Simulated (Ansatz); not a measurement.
Species: C2H3, charge 1, singlet. C2H3+ (parent SMILES [CH]=C, singlet).
B3LYP-D3(BJ)/def2-TZVP minimum from Ansatz (an electronic-structure program):
```xyz
5

C      0.6664    -0.0823     0.0295
C     -0.5746     0.0710    -0.0254
H      1.7385    -0.2147     0.0769
H     -1.0222     1.0180    -0.3653
H     -1.2665    -0.7354     0.2640
```
Charge +1, spin multiplicity 1.

Hartree-Fock and CCSD(T) correlation energies in hartree (Ansatz). Open shells are spin-unrestricted; no spin-orbit coupling. Cores are frozen in correlated methods. No relativity. The T1 diagnostic of C2H3+ (parent SMILES [CH]=C, singlet) reaches 0.026 in the sets run. The spin of C2H3+ (parent SMILES [CH]=C, singlet) was assumed, and the state is the lowest solution found for it.

```
basis    X      E(HF)  E(corr, CCSD(T))
-------  -  ---------  ----------------
cc-pVTZ  3  -77.11550          -0.31943
cc-pVQZ  4  -77.12032          -0.33496
cc-pV5Z  5  -77.12148          withheld
```

Question: Fit E(corr) = E∞ + A/X³ to X = 3 and 4, predict X = 5, and compare with the run.

Answer: A = (-0.31943 - (-0.33496))/(1/27 - 1/64) = 0.7253; E∞ = -0.33496 - A/64 = -0.34629; at X = 5, E∞ + A/125 = -0.34049. The run gave -0.33977, 0.72 mEh above the prediction. The same form on X = 4 and 5 gives E∞ = -0.34482, 1.48 mEh above the first estimate.
